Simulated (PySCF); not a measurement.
# Spin states of MgSi

Unrestricted PBE0; basis Mg pcseg-2, Si pcseg-2; no relativity; PySCF 2.14. Outer shells of the fragments: Mg 3s2; Si 3s2 3p2.

Followed along the bond (rough minima from three points):

```
2Ms+1  unpaired  ⟨S²⟩ at the start  R at minimum (Å)  Te (eV)
    3      π ↑↑               2.19              2.55     0.00
    1      π ↑↓               1.01              2.55     0.30
    3  σ ↑, π ↑               2.01              2.83     0.68
    1  σ ↓, π ↑               1.01              2.78     0.79
    1      none               0.00              2.54     1.11
```

Solutions found at the starting distance of 2.470 Å, counted from the lowest of them; the search is not exhaustive and high or unbound solutions are not listed, so other states can lie among these:

```json
{"2Ms+1": "3", "unpaired": "π ↑↑", "term": "³Σ⁻", "E (eV)": "0.00", "⟨S²⟩": "2.19", "⟨Lz²⟩": "0.00", "μ (D)": "-3.65"}
{"2Ms+1": "1", "unpaired": "π ↑↓", "term": "mixed", "E (eV)": "0.30", "⟨S²⟩": "1.01", "⟨Lz²⟩": "2.02", "μ (D)": "-3.89"}
{"2Ms+1": "3", "unpaired": "σ ↑, π ↑", "term": "³Π", "E (eV)": "0.89", "⟨S²⟩": "2.01", "⟨Lz²⟩": "1.01", "μ (D)": "-0.55"}
{"2Ms+1": "1", "unpaired": "σ ↓, π ↑", "term": "mixed", "E (eV)": "0.97", "⟨S²⟩": "1.01", "⟨Lz²⟩": "1.01", "μ (D)": "-0.66"}
{"2Ms+1": "1", "unpaired": "none", "term": "mixed", "E (eV)": "1.10", "⟨S²⟩": "0.00", "⟨Lz²⟩": "2.00", "μ (D)": "-3.82"}
{"2Ms+1": "3", "unpaired": "σ ↑↑, π ↑↓", "term": "mixed", "E (eV)": "1.59", "⟨S²⟩": "3.01", "⟨Lz²⟩": "2.02", "μ (D)": "-2.09"}
```

A term symbol is given only where ⟨S²⟩ and ⟨Lz²⟩ are close to those of a pure state; real π, δ and φ orbitals otherwise mix terms. A positive dipole means Mg(−)Si(+).
